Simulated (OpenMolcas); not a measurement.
# One shape, several levels: SiH4O (SMILES [H][Si]([H])([H])O)

Wanted: a comparison of 6 runs (HF/STO-3G, B2PLYP/STO-3G, B3LYP/STO-3G, M06-2X/STO-3G, SVWN5/STO-3G, ACPF/STO-3G) of SiH4O. 

The calculation is run with OpenMolcas 26.06.

4 further runs of the same task are left out: 1 for a known fault of the program, 3 set aside as unsound or not needed.

**1. The molecule**

SiH4O: 6 atoms, total charge 0, spin state singlet. As SMILES, `[H][Si]([H])([H])O`. The O2–H3 distance was set to 1.667 Å, away from the relaxed value. At this shape a bond of the SMILES string is far longer than usual.

Bond lengths: Si1–O2 1.625 Å, Si1–H4 1.464 Å, Si1–H5 1.464 Å, Si1–H6 1.453 Å. Angles: O2–Si1–H4 110.3°, O2–Si1–H5 110.3°, O2–Si1–H6 101.4°, H4–Si1–H5 108.8°, H4–Si1–H6 112.9°, H5–Si1–H6 112.9°. A long bond or contact: O2–H3 1.667 Å.

**2. The energy at HF/STO-3G (run 1)**

Input file input.xyz:

```xyz
6

Si    -0.350082    -0.649601    -0.783003
O     -0.349682    -0.626541     0.842037
H      0.327320     0.620940     1.717260
H      1.023008    -0.647401    -1.291943
H     -1.050522     0.523749    -1.308283
H     -1.050742    -1.894301    -1.051523
```

Input file calc.input:

```
* H4OSi Hartree-Fock

&GATEWAY
  BasLib=$CurrDir
  Coord=input.xyz
  Basis=STO-3G
  Group=NoSym

&SEWARD

&SCF
  Thresholds=1e-10 1e-07 1e-07 1e-05
  PrOrbitals=1 1
```

The basis set STO-3G is read from a file made from the Basis Set Exchange's data (not shown).

Launch:

```console
$ export MOLCAS_MEM=1860
$ pymolcas calc.input > calc.log
```

Log:

```text
--- Start Module: gateway ---
[...]
--- Stop Module: gateway /rc=_RC_ALL_IS_WELL_ ---
--- Start Module: seward ---
[...]
      Basis functions           18
--- Stop Module: seward /rc=_RC_ALL_IS_WELL_ ---
--- Start Module: scf ---
[...]
       Convergence after  13 Iterations
[...]
::    Total SCF energy                               -361.5639309452
[...]
      Total spin, S                                     0.0000000000
[...]
      Total electronic charge=   26.000000
      Total            charge=   -0.000000
[...]
      Dipole Moment (debye):
      Origin of the operator (angstrom)=   -0.3363   -0.6167   -0.2164
                   X=  2.6505E-01               Y=  4.7372E-01               Z= -1.0930E+00           Total=  1.2204E+00
      Quadrupole Moment (debye*angstrom):
[...]
--- Stop Module: scf /rc=_RC_ALL_IS_WELL_ ---
[...]
```

Run time: 1.6 s. Hardware: 1 thread of Arm Neoverse V1, shared host; peak memory 0.37 GiB.

**3. The energy at B2PLYP/STO-3G (run 2)**

input.xyz is that of step 2.

Input file calc.input:

```
>>> EXPORT MOLCAS_PRINT=2

&gateway
 baslib
 $CurrDir
 coord
 input.xyz
 basis
 STO-3G
 group
 NoSym

&seward
 gridinput
 Grid=UltraFine
 End of Grid

&scf
 ksdft
 B2PLYP_SCF
 thresholds
 1e-10 1e-07 1e-07 1e-05
 prorbitals
 1 1

&mbpt2
 frozen
 6
```

The basis set STO-3G is read from a file made from the Basis Set Exchange's data (not shown).

Launch:

```console
$ export MOLCAS_MEM=1860
$ pymolcas calc.input > calc.log
```

Log:

```text
--- Start Module: gateway ---
[...]
--- Stop Module: gateway /rc=_RC_ALL_IS_WELL_ ---
[...]
      Basis functions           18
[...]
--- Start Module: scf ---
[...]
       Convergence after  12 Iterations
[...]
::    Total KS-DFT energy                            -362.2440475266
[...]
      Total spin, S                                     0.0000000000
[...]
      Total electronic charge=   26.000000
      Total            charge=   -0.000000
[...]
      Dipole Moment (debye):
      Origin of the operator (angstrom)=   -0.3363   -0.6167   -0.2164
                   X=  2.6143E-01               Y=  4.7183E-01               Z= -8.5969E-01           Total=  1.0149E+00
      Quadrupole Moment (debye*angstrom):
[...]
--- Stop Module: scf /rc=_RC_ALL_IS_WELL_ ---
[...]
--- Start Module: mbpt2 ---
[...]
 ###    WARNING: MP2 implementation intended for RHF references only         ###
 ###############################################################################
MBPT2 WARNING: Reference function according to RunFile:KS-DFT
I'll assume you know what you're doing and continue
WARNING!
Default frozen orbitals as non valence orbitals is overwritten by user input.
Default values:   3
[...]
       Reference weight ( Cref**2 )         =        0.85832
::    Total MBPT2 energy                             -362.4179389987
[...]
      Total MBPT2 calculations                           0.03      0.04
--- Stop Module: mbpt2 /rc=_RC_ALL_IS_WELL_ ---
[...]
```

Run time: 4.8 s. Hardware: 1 thread of Arm Neoverse V1, shared host; peak memory 0.37 GiB.

**4. A single-point energy at B3LYP/STO-3G (run 3)**

input.xyz is that of step 3.

Input file calc.input:

```
* H4OSi Kohn-Sham DFT

&GATEWAY
  BasLib = $CurrDir
  Coord = input.xyz
  Basis = STO-3G
  Group = NoSym

&SEWARD
  GridInput
  Grid=UltraFine
  End of Grid

&SCF
  KSDFT = B3LYP
  Thresholds = 1e-10 1e-07 1e-07 1e-05
  PrOrbitals = 1 1
```

The basis set STO-3G is read from a file made from the Basis Set Exchange's data (not shown).

Launch:

```console
$ export MOLCAS_MEM=1860
$ pymolcas calc.input > calc.log
```

Log:

```text
--- Start Module: gateway ---
[...]
--- Stop Module: gateway /rc=_RC_ALL_IS_WELL_ ---
--- Start Module: seward ---
[...]
      Basis functions           18
--- Stop Module: seward /rc=_RC_ALL_IS_WELL_ ---
--- Start Module: scf ---
[...]
       Convergence after  14 Iterations
[...]
::    Total KS-DFT energy                            -362.5551983535
[...]
      Total spin, S                                     0.0000000000
[...]
      Total electronic charge=   26.000000
      Total            charge=   -0.000000
[...]
      Dipole Moment (debye):
      Origin of the operator (angstrom)=   -0.3363   -0.6167   -0.2164
                   X=  2.3990E-01               Y=  4.3647E-01               Z= -6.8689E-01           Total=  8.4846E-01
      Quadrupole Moment (debye*angstrom):
[...]
--- Stop Module: scf /rc=_RC_ALL_IS_WELL_ ---
[...]
```

Run time: 5.7 s. Hardware: 1 thread of Arm Neoverse V1, shared host; peak memory 0.37 GiB.

Runs 4 to 5 aren't shown in full; the table further down has their settings and results.

**5. The energy at ACPF/STO-3G (run 6)**

input.xyz is that of step 4.

Input file calc.input:

```
>>> EXPORT MOLCAS_PRINT=2
&GATEWAY
BasLib
$CurrDir
Coord
input.xyz
Basis
STO-3G
Group
NoSym
&SEWARD
&SCF
Thresholds
1e-10 1e-07 1e-07 1e-05
PrOrbitals
1 1
&MOTRA
Frozen
6
&GUGA
Electrons
14
Spin
1
Inactive
7
Active
0
CIAll
1
&CPF
ACPF
```

The basis set STO-3G is read from a file made from the Basis Set Exchange's data (not shown).

Launch:

```console
$ export MOLCAS_MEM=1860
$ pymolcas calc.input > calc.log
```

Log:

```text
--- Start Module: gateway ---
[...]
--- Stop Module: gateway /rc=_RC_ALL_IS_WELL_ ---
[...]
      Basis functions           18
[...]
       Convergence after  13 Iterations
[...]
::    Total SCF energy                               -361.5639309452
[...]
      Total spin, S                                     0.0000000000
[...]
      *** WARNING: Default frozen orbitals is overwritten by user input.
      *** Default values:   3
[...]
--- Start Module: guga ---
[...]
--- Stop Module: guga /rc=_RC_ALL_IS_WELL_ ---
--- Start Module: cpf ---
[...]
      Active orbitals                            0       0
[...]
      Spin quantum number                      0.0
[...]
     FINAL ACPF ENERGY        -361.76959918
     FINAL CORRELATION ENERGY   -0.20566823  REFERENCE ENERGY    -361.56393095
[...]
      Title:  ACPF natural orbitals
[...]
      Total electronic charge=   26.000000
      Total            charge=   -0.000000
[...]
      Dipole Moment (debye):
      Origin of the operator (angstrom)=   -0.3363   -0.6167   -0.2164
                   X= -3.7272E-02               Y= -7.5051E-02               Z= -1.1292E+00           Total=  1.1323E+00
      Quadrupole Moment (debye*angstrom):
[...]
--- Stop Module: cpf /rc=_RC_ALL_IS_WELL_ ---
[...]
```

It took 1.8 s on 1 thread of Arm Neoverse V1, shared host; peak memory 0.37 GiB.

**6. All runs side by side**

| run | level | frozen core orbitals | integration grid | energy (Eh) | dipole moment (D) of the reference | HOMO energy (eV) | LUMO energy (eV) | wall time |
| --- | --- | --- | --- | --- | --- | --- | --- | --- |
| 1 | HF/STO-3G | – | – | -361.563931 | 1.22 | -8.38 | 5.71 | 1.6 s |
| 2 | B2PLYP/STO-3G | 6 | UltraFine | -362.290998 | 1.01 | -6.16 | 2.60 | 4.8 s |
| 3 | B3LYP/STO-3G | – | UltraFine | -362.555198 | 0.85 | -3.91 | 0.46 | 5.7 s |
| 4 | M06-2X/STO-3G | – | UltraFine | -362.536043 | 0.89 | -6.03 | 2.09 | 6 s |
| 5 | SVWN5/STO-3G | – | UltraFine | -360.769388 | 0.78 | -1.88 | -0.24 | 5.4 s |
| 6 | ACPF/STO-3G | 6 | – | -361.769599 | 1.22 | -8.38 | 5.71 | 1.8 s |

**7. Results**

| quantity | value |
| --- | --- |
| run 6: total energy | -361.76960 Eh |
| run 6: dipole moment (mean-field density) | 1.22 D |
| run 6: HOMO energy (Hartree–Fock orbitals) | -8.38 eV |
| run 6: LUMO energy (Hartree–Fock orbitals) | 5.71 eV |
| run 6: HOMO–LUMO gap (Hartree–Fock orbitals) | 14.09 eV |
| run 6: correlation energy (6 core orbitals frozen) | -205.7 mEh |

What this shows: Over runs 1, 2, 3, 4, 5 the dipole moment (its size) runs from 0.78 D (SVWN5/STO-3G) to 1.22 D (HF/STO-3G). Over runs 1, 2, 3, 4, 5 the HOMO–LUMO gap runs from 1.64 eV (SVWN5/STO-3G) to 14.09 eV (HF/STO-3G). Exact exchange widens orbital gaps. For B2PLYP the log adds the whole second-order term; the table takes 0.27 of it, as the functional is defined. Totals of different functionals can't be ranked against each other. In runs 1, 2, 3, 4, 5, 6 the basis is minimal, so the values are rough. In runs 1, 2, 3, 4, 5, 6 a closed-shell determinant meets a far-stretched bond, which it describes badly. All runs together took 25 s, the longest 6 s.
